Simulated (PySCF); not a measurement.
# Name the molecule from its bond curve

A diatomic of charge -1 contains P. Its singlet curve at PBE0 in a double-zeta basis (no relativity, PySCF), in eV from the separated fragments:

R (Å), E (eV) and a bar:
```
    1.732     -3.476 #########################
    1.813     -4.343 ###########
    1.893     -4.824 ####
    1.954     -4.996 #
    2.014     -5.043 
    2.074     -4.995 #
    2.155     -4.819 ####
    2.256     -4.476 #########
    2.377     -3.955 ##################
    2.538     -3.178 ##############################
```

The fit gives ωe = 700 cm⁻¹ and the rotational constant Bₑ = 0.2835 cm⁻¹.

Which atom is the partner?

The minimum lies at 2.011 Å, so the reduced mass is 16.8576 u Å² cm⁻¹/(Bₑ·Re²) = 14.70 u. With P at 30.97 u the partner weighs about 28.0 u: Si. The molecule is SiP⁻.
